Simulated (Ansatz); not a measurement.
## CH$_{3}$, doublet in cc-pVDZ: errors against full CI

Geometry: a PBE0/def2-TZVP stationary point for this spin, not checked as a minimum.

```yaml
atoms:
  - { symbol: C, position_ang: [0.0000, 0.0000, 0.0000] }
  - { symbol: H, position_ang: [1.0799, 0.0140, -0.0003] }
  - { symbol: H, position_ang: [-0.5521, 0.9282, -0.0027] }
  - { symbol: H, position_ang: [-0.5278, -0.9423, 0.0031] }
```

Basis cc-pVDZ; Ansatz 0.2.0. Only valence electrons are correlated (noble-gas cores frozen), which leaves 7 electrons in 28 orbitals. Prefix R: restricted or restricted open-shell reference; prefix U: unrestricted. Active spaces: valence = (7e, 7o) chosen from the atoms' valence shells.

Full CI is exact within this basis and frozen core; it isn't the basis-set limit. The frozen core follows each run's orbitals, which can shift R against U totals by a few meV.

For open shells CISD and CISDTQ are restricted-active-space CI with the open shells as a complete middle space.

The UHF ⟨S²⟩ is 0.761. The T1 diagnostic (RCCSD) is 0.0140 and the largest doubles amplitude (RCCSD) is 0.042. The T1 diagnostic (UCCSD) is 0.0067.

```tsv
level	E − E(RHF) (eV)
UHF	-0.1136
RMP2	-3.5599
UMP2	-3.5595
RCCSD	-4.1798
UCCSD	-4.1814
RCCSD(T)	-4.2515
UCCSD(T)	-4.2519
```

**Question.** Estimate how far full CI in cc-pVDZ lies from RCCSD(T). The table doesn't fix it; the size of (T) and the diagnostics are the guide.

**Answer.** Full CI in cc-pVDZ lies 0.33 kcal/mol below RCCSD(T), which is 20 % of the (T) step (-1.65 kcal/mol). The diagnostics are small and one determinant leads, so the series closes fast and only a small part of (T) is left.

The other levels:

```json
{"level": "CISD", "E − E(full CI) (kcal/mol)": "5.30", "share of correlation (%)": "94.61", "wall time": "0.64 s"}
{"level": "BCCD(T)", "E − E(full CI) (kcal/mol)": "0.33", "share of correlation (%)": "99.66", "wall time": "0.64 s"}
{"level": "RCCSDT", "E − E(full CI) (kcal/mol)": "0.08", "share of correlation (%)": "99.92", "wall time": "–"}
{"level": "UCCSDT", "E − E(full CI) (kcal/mol)": "0.07", "share of correlation (%)": "99.93", "wall time": "–"}
{"level": "CISDTQ", "E − E(full CI) (kcal/mol)": "0.11", "share of correlation (%)": "99.89", "wall time": "16 s (H100)"}
{"level": "RCCSDT(Q)", "E − E(full CI) (kcal/mol)": "0.01", "share of correlation (%)": "99.99", "wall time": "3.9 s"}
{"level": "UCCSDT(Q)", "E − E(full CI) (kcal/mol)": "-0.01", "share of correlation (%)": "100.01", "wall time": "3.8 s"}
{"level": "RCCSDTQ", "E − E(full CI) (kcal/mol)": "0.00", "share of correlation (%)": "100.00", "wall time": "14 s (H100)"}
{"level": "UCCSDTQ", "E − E(full CI) (kcal/mol)": "-0.01", "share of correlation (%)": "100.01", "wall time": "22 s (H100)"}
{"level": "CASSCF (valence space)", "E − E(full CI) (kcal/mol)": "61.66", "share of correlation (%)": "37.32", "wall time": "–"}
{"level": "NEVPT2 (valence space)", "E − E(full CI) (kcal/mol)": "14.44", "share of correlation (%)": "85.32", "wall time": "0.55 s"}
{"level": "MRCISD (valence space)", "E − E(full CI) (kcal/mol)": "2.16", "share of correlation (%)": "97.80", "wall time": "–"}
{"level": "MRCISD+Q (valence space)", "E − E(full CI) (kcal/mol)": "-0.01", "share of correlation (%)": "100.01", "wall time": "1.1 s"}
```

The correlation energy at full CI, counted from RHF, is -4.266 eV. That run took 24 s on 2 threads of AMD EPYC 7R13 with a shared H100 80 GB, shared host over 16,744,835 determinants.

Times hold each run's SCF and search for its determinant on a shared host, so for small cases they say little of a method's own cost; rows without a card ran on 1 thread of AMD EPYC 7R13.

The full-CI state has the irrep B1 of C2v, in the program's axes (one component, if the state is degenerate).

Natural occupations of full CI about the gap: 1.968 1.958 1.958 0.990 0.024 0.022 0.022 0.009 0.009 0.008; effectively unpaired electrons, Σ n²(2−n)², 1.02.

Atomization energy (electronic, same basis, no zero-point term; atoms at the same level, unrestricted beside the R rows where the molecule is a closed shell, with restricted open-shell steps beyond CCSDT(Q)) at full CI: 1202.2 kJ/mol. Errors of other levels:

| level | error (kJ/mol) |
| --- | --- |
| RHF | -206.2 |
| UHF | -206.0 |
| RMP2 | -8.5 |
| UMP2 | -9.5 |
| CISD | -17.7 |
| RCCSD | -4.9 |
| UCCSD | -5.0 |
| RCCSD(T) | -0.5 |
| UCCSD(T) | -0.6 |
| BCCD(T) | -0.5 |
| RCCSDT | -0.3 |
| UCCSDT | -0.3 |
| CISDTQ | -0.5 |
| RCCSDT(Q) | -0.1 |
| UCCSDT(Q) | -0.1 |
| RCCSDTQ | 0.0 |
| UCCSDTQ | 0.0 |
| CASSCF (valence space) | -101.4 |
| NEVPT2 (valence space) | -22.8 |
| MRCISD (valence space) | -7.2 |
| MRCISD+Q (valence space) | -2.8 |

This basis is far from its limit, so the value isn't to be set against a measured one. Truncated CI isn't size-consistent, which counts against it in atomization.
